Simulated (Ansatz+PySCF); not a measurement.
# doublet C3H5: levels of theory in one basis

```xyz
8

C     0.0000    0.0000   -0.4065
C     0.0000    1.1315    0.1804
C     0.0000   -1.1315    0.1804
H     0.0000    0.0000   -1.4158
H     0.0000    1.9910   -0.3396
H     0.0000    1.1946    1.1849
H     0.0000   -1.9910   -0.3396
H     0.0000   -1.1946    1.1849
```

Basis set: def2-SVP (spherical functions). Frozen core: 3 orbitals. Correlation on ROHF uses semicanonical orbitals with singles. Charge 0, multiplicity 2.

Computed with Ansatz (development build ahead of 0.2.0); each method stands on the lowest determinant of its kind that the runs found. NEVPT2 correlates all electrons. Active spaces start from the frontier orbitals, and the lowest solution found is given.

```
        method  E − E(ROHF) (eV)  <S²> of the determinant
          ROHF              0.00                     0.75
           UHF             -0.49                     0.87
       UHF-MP2            -10.51                     0.87
     ROHF-CCSD            -11.68                        –
  ROHF-CCSD(T)            -12.03                        –
   CASSCF(3,3)             -0.90                        –
SC-NEVPT2(3,3)            -11.09                        –
```

(1) What does ROHF-MP2 give on the same scale?

(2) Is a single determinant a sound starting point here?

Results:

(1) -10.71 eV.

(2) Only with care. Unrestricted orbitals gain 0.49 eV and <S²> is 0.87 against 0.75 for a pure state, a contamination that matters most for the unrestricted series. The CASSCF(3,3) natural occupations are 1.93, 1.00, 0.07.

Caution for UHF, UHF-MP2: the unrestricted determinant is spin contaminated.
